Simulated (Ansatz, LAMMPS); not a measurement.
**How well does each level of theory give the elastic constant C33 of graphite?**

Reference value: 36.5 ± 1 GPa (measured, 300 K, no zero-point or thermal correction, our sources range from 36.5 to 40.7; as tabulated in Mounet and Marzari (2005), doi:10.1103/physrevb.71.205214).

Q: Put these levels in order of the elastic constant C33 that they give for graphite, smallest first: LCBOP C.lcbop (LAMMPS), LDA (Ansatz, an electronic-structure program), PBE (Ansatz), PBE-D4 (Ansatz), r²SCAN (Ansatz).

A: PBE (1.64 GPa), r²SCAN (21.3 GPa), LDA (29.5 GPa), LCBOP C.lcbop (29.8 GPa), PBE-D4 (37.7 GPa)

Unless a cell is named, each level is at its own relaxed cell (LCBOP C.lcbop 8.76, LDA 8.61, PBE 11.49, PBE-D4 8.73, r²SCAN 9.22 Å³/atom).

Differences against the reference: LCBOP C.lcbop -18.4 %, LDA -19.2 %, PBE -96 %, PBE-D4 +3.3 %, r²SCAN -42 %.

The reference isn't brought to a static lattice, while the calculations are for one, so the differences are not the levels' errors alone. A static lattice is as a rule stiffer than a warm one, by over a tenth in soft solids.  PBE, r²SCAN: the cell comes from a level without a dispersion term, which matters for the spacing of layers, chains or molecules. PBE-D4: the dispersion coefficients are held fixed in the derivatives. LDA: LDA has no dispersion term either, though it tends to give short spacings of layers, chains or molecules. Each level is taken at its own relaxed cell. Cutoffs differ between the levels. Ansatz's density-functional and Hartree–Fock values are scalar-relativistic unless marked +SOC, with PAW data made under PBE.

Empirical potentials (LCBOP C.lcbop) are fitted to chosen data: where that held the value shown, agreement is built in, and what lay outside the fit can be far off.

Differences are worked out from the printed values.
